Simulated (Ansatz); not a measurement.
# How far each method lies from full CI for SnH2⁺, doublet

Geometry: a point of a stretch scan, not a stationary point.

```yaml
atoms:
  - { symbol: Sn, position_ang: [0.0000, 0.0000, 0.2142] }
  - { symbol: H, position_ang: [0.0000, 0.0000, -2.0838] }
  - { symbol: H, position_ang: [0.0000, 0.0000, 1.8696] }
```

Basis def2-TZVPP with its core potentials; Ansatz 0.2.0. Only valence electrons are correlated (noble-gas cores and the filled d shells of p-block atoms frozen), which leaves 5 electrons in 69 orbitals. Prefix R: restricted or restricted open-shell reference; prefix U: unrestricted. Active spaces: pair = (3e, 3o) about the gap; valence = (5e, 6o) chosen from the atoms' valence shells. No spin–orbit coupling is included; scalar relativity enters through the core potentials alone.

Full CI is exact within this basis and frozen core; it isn't the basis-set limit. The frozen core follows each run's orbitals, which can shift R against U totals by a few meV for light atoms and by up to 0.1 eV past Ca.

- UHF ⟨S²⟩: 0.778
- T1 diagnostic (RCCSD): 0.0367
- largest doubles amplitude (RCCSD): 0.079

```csv
level,E − E(full CI) (kJ/mol),share of correlation (%),wall time
RHF,234.9,0.00,–
RMP2,60.4,74.27,–
RCCSD,5.8,97.51,–
RCCSD(T),1.5,99.35,14 s
BCCD(T),1.4,99.40,7.5 s
RCCSDT,0.2,99.91,–
RCCSDT(Q),0.1,99.97,19 s (H100)
CASSCF (pair space),191.2,18.58,–
NEVPT2 (pair space),52.7,77.58,13 s (H100)
MRCISD (pair space),8.1,96.53,–
MRCISD+Q (pair space),-2.9,101.23,13 s (H100)
CASSCF (valence space),120.3,48.80,–
NEVPT2 (valence space),35.3,84.96,4.4 s
MRCISD (valence space),5.5,97.64,–
MRCISD+Q (valence space),2.4,98.97,11 s (H100)
```

The correlation energy at full CI, counted from RHF, is -2.434 eV. That run took 3 min on 2 threads of AMD EPYC 7R13 with a shared H100 80 GB, shared host over 30,973,156 determinants.

Run but not shown, since their state, orbitals or frozen core can't be matched to the reference's or they repeat it: UHF, UMP2, UCCSD, UCCSD(T), UCCSDT, UCCSDT(Q).

Times hold each run's SCF and search for its determinant on a shared host, so for small cases they say little of a method's own cost; rows without a card ran on 1 thread of AMD EPYC 7R13. Some runs computed forces too.

Not variational, and here over 5 meV under the exact energy: MRCISD+Q (pair space).

The full-CI state has the irrep A1 of C2v, in the program's axes (one component, if the state is degenerate).

Natural occupations of full CI about the gap: 1.950 1.909 0.989 0.037 0.037 0.035 0.008 0.008 0.005 0.004; effectively unpaired electrons, Σ n²(2−n)², 1.06.
